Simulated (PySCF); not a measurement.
**How methods differ on the electron affinity of B**

B⁻ [He] 2s2 2p2 (3P) → B [He] 2s2 2p1 (2P), as a difference of total energies. Calculation: PySCF 2.14, in aug-cc-pwCVQZ (9s8p6d4f2g, 109 functions); no relativity, point nucleus. Correlated levels: valence: 1s2 frozen; valence and next inner shell: nothing frozen. The calculations carry no spin-orbit coupling.

**Question.** Order these methods by the electron affinity they give, lowest first.
A. PBE0
B. PBE
C. MP2 (valence and next inner shell)
D. TPSSh

**Answer.** C (0.226 eV), D (0.417 eV), A (0.476 eV), B (0.619 eV).

Errors of the correlated levels include the incompleteness of this basis and the frozen core.

A negative affinity means that the anion lies above the atom at that level of theory.

In the anion the highest occupied orbital energy is positive at LDA, PBE, PBE0, r2SCAN, M06-L, TPSSh, M06, a self-interaction effect; the basis confines that electron, and the energy difference can still be sensible.

For comparison: 0.280 eV (measured; photodetachment measurements, as compiled on the Wikipedia data page of electron affinities).
